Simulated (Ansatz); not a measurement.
# AlSiH2 (quartet): from Hartree-Fock to the top rungs, cc-pVTZ

One table from this session's results is given with a row withheld; the runs are named, their logs left out.

Program: Ansatz 0.2.0, Gaussian basis. Level of theory: cc-pVTZ, core rule «outside noble gas», up to 10 orbitals frozen. These are calculated values, not measurements.

The runs, in order: UHF; CCSD(T) on ROHF; CCSD(T) on UHF; BCCD(T) on ROHF; CCSDT(Q) on ROHF; CCSDT(Q) on UHF.

13 further runs of the same task are left out: 8 for a known fault of the program, 5 set aside as unsound or not needed.

## The geometry

The geometry is a PBE0/def2-TZVP stationary point (not a proven minimum) of the parent state, kept for this charge and spin.

4 atoms, charge 0, spin multiplicity 4.

Atoms are counted from 1 here; the program's logs count them from 0.

Bond lengths: Si1–Al2 2.453 Å, Al2–H3 1.595 Å, Al2–H4 1.595 Å. Angles: Si1–Al2–H3 120.0°, Si1–Al2–H4 120.0°, H3–Al2–H4 119.9°.

The first run:

The input, in.yaml:

```yaml
crystal:
  periodic: [false, false, false]
  atoms:
    - {symbol: Si, position_ang: [0.000000, 0.000000, 1.274311]}
    - {symbol: Al, position_ang: [0.000000, 0.000000, -1.178752]}
    - {symbol: H, position_ang: [0.000000, -1.380606, -1.976865]}
    - {symbol: H, position_ang: [0.000000, 1.380606, -1.976865]}
basis:
  gaussian: {orbitals: cc-pVTZ}
magnetization: {spin_polarized: true, initial_magnetization: 3}
hamiltonian: {xc: hf}
output: {orbitals: {seedname: orbitals}}
```

Run with:

```
ansatz run in.yaml --threads 1 --pin off --events-out ev --progress --plain --max-ram 2560MiB --backend cpu
```

Among the steps run: UHF; CCSD(T) on ROHF; CCSD(T) on UHF; BCCD(T) on ROHF; CCSDT(Q) on ROHF; CCSDT(Q) on UHF.

One table of the session follows, with a row left open; its other results are not shown here.

```
   method  from UCCSDT(Q) (kJ/mol)
     ROHF                   +488.9
      UHF                   +485.9
     RMP2                   +109.1
     UMP2                   +109.8
    RCCSD                        ?
    UCCSD                    +23.0
 RCCSD(T)                     +5.0
 UCCSD(T)                     +4.9
  BCCD(T)                     +4.8
   RCCSDT                     +1.1
   UCCSDT                     +1.0
RCCSDT(Q)                     +0.2
UCCSDT(Q)                        0
```

Q: Estimate the row for RCCSD from the others.

As computed: from UCCSDT(Q) (kJ/mol): +23.2. In the column «from UCCSDT(Q) (kJ/mol)» it lies between UCCSD (+23.0) and RMP2 (+109.1).

To keep in mind: Restricted and unrestricted rows rest on different reference determinants; where their highest levels disagree by more than a few hundredths of an eV, they describe different states and don't form one ladder.
